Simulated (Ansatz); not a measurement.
Two structures, one formula

The two ends of one reaction step of SiH2O2, closed shell (PBE0-D4/def2-TZVP).

A:

```json
{"atom": "H1", "x (Å)": "-0.4878", "y (Å)": "0.4261", "z (Å)": "-0.6203"}
{"atom": "O2", "x (Å)": "0.0153", "y (Å)": "-1.7263", "z (Å)": "-0.4675"}
{"atom": "Si3", "x (Å)": "0.5096", "y (Å)": "-1.2376", "z (Å)": "0.8871"}
{"atom": "O4", "x (Å)": "-0.3013", "y (Å)": "0.8948", "z (Å)": "0.2080"}
{"atom": "H5", "x (Å)": "0.2643", "y (Å)": "1.6431", "z (Å)": "-0.0073"}
```

B:

```
5
angstrom
H -0.6515 -0.9287 -1.1761
O -0.2088 -1.3922 -0.4565
Si 0.4546 -0.4820 0.7383
O 0.0594 1.0321 0.1761
H 0.3463 1.7708 0.7183
```

Ansatz 0.2.0; basis: def2-TZVPP; cores frozen in the correlated methods. B3LYP uses VWN-RPA correlation.

**Question.** Which structure is lower at CCSD(T), and by how much? (Judge from chemistry; the value comes from the calculation.)

**Answer.** The calculation gives: B, by 140.0 kJ/mol (electronic energy, against the other). By their contacts, A is a complex of H₂O + SiO and B is SiH₂O₂ ([OH][Si][OH]).

All methods give the same order:

```tsv
method	E(B) − E(A) (kJ/mol)
SPW92	-144.7
PBE-D4	-129.0
BLYP-D4	-122.2
r2SCAN-D4	-144.9
B97M-V	-147.3
PBE0-D4	-146.7
B3LYP-D4	-138.3
r2SCAN0-D4	-156.4
BHLYP-D4	-157.7
CAM-B3LYP-D4	-147.0
wB97X-V	-147.8
wB97M-V	-141.5
B2PLYP	-135.5
PBE-QIDH	-149.9
RPA on PBE	-131.7
HF	-172.9
MP2	-133.9
CCSD	-148.4
CCSD(T)	-140.0
```

No T1 diagnostic of these runs exceeds 0.020.

Labels in which every atom is bracketed show which atoms are joined, not bond orders.

For scale, one of the runs: CCSD(T)/def2-TZVPP, 132 basis functions, launched by `ansatz run in.yaml --threads 2 --pin off --events-out ev --progress --plain --max-ram 4352MiB`. Hardware: 2 CPU threads of an Arm Neoverse V1, shared host. Wall time 8.5 s; peak host memory 0.66 GiB.
